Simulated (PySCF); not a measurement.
Numbering as in the mapped SMILES `[O:1]=[S:2](=[O:3])([Cl:4])[Cl:5]`.

Geometry: PBE0-D3(BJ)/def2-SVP; GIAO shifts from PySCF 2.14.0 with density-fitted response routines, gas phase, non-relativistic, averaged over equivalent atoms.

At PBE0/pcSseg-1 (106 basis functions, 5.5 s wall time on 1 thread of an Arm Neoverse V1, shared host):
```json
{"atoms": "O1/O3", "δ (ppm)": "429.1"}
{"atoms": "S2", "δ (ppm)": "338.3"}
{"atoms": "Cl4/Cl5", "δ (ppm)": "901.8"}
```

Referencing at the same level of theory: 17O (334.56 ppm) against H2O; CS2 for 33S (495.66 ppm); 35Cl (943.27 ppm) vs HCl.

Question: Estimate the result of repeating the calculation with wB97X-D/pcSseg-2.

Answer: 
```csv
atoms,δ at wB97X-D/pcSseg-2,change
O1/O3,393.9,-35.2
S2,360.2,+21.9
Cl4/Cl5,867.2,-34.6
```

References, each an isolated molecule treated in the same way: 17O (σ = 326.83 ppm) vs H2O; CS2 for 33S (σ = 499.87 ppm); 35Cl (σ = 935.79 ppm) vs HCl.

The largest change is at O1/O3 (S=O oxygen). Cost: 201 basis functions, 17 s wall time on 1 thread of an Arm Neoverse V1, shared host.

Unscaled 17O shifts of doubly bonded oxygen tend to come out too high, by tens of ppm or more. Experimental scales use liquid or dissolved standards, which lie at an offset from isolated H2O (liquid H2O: subtract about 36 ppm).
